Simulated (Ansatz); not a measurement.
Results of HSE06 in Ansatz (plane waves, PAW) for rhombohedral A7 Bi.

Settings: plane-wave cutoff 500 eV, 8×8×8 k mesh, Fermi–Dirac smearing 0.1 eV, scalar-relativistic PAW data made under PBE.

Computed at the level's own relaxed cell.

Question: Predict the equilibrium volume per atom, equilibrium lattice constant a and c axis length.

Answer: 
* **equilibrium volume per atom**: 35.95 Å³/atom
* **equilibrium lattice constant a**: 4.512 Å
* **c axis length**: 12.234 Å

Measured, for comparison: lattice constant a 4.533 Å, lattice parameter c 11.796 Å (low temperature, zero-point motion not removed, hexagonal setting; as tabulated in Arnaud et al. (2016), arXiv:1602.08959). Computed (rounded) less measured: lattice constant a -0.5 %, lattice parameter c +3.7 %.

Note: exact exchange on metals is sensitive to the k mesh and can open a false gap; the run warned that the count of filled bands differs between k points; the cell comes from a level without a dispersion term, which matters for the spacing of layers, chains or molecules.

Spin–orbit coupling is not included; it can shift volumes and moduli of such heavy elements.

It cost about 30 core-minutes (a rough figure) of CPU time.

Ansatz is a first-principles code.
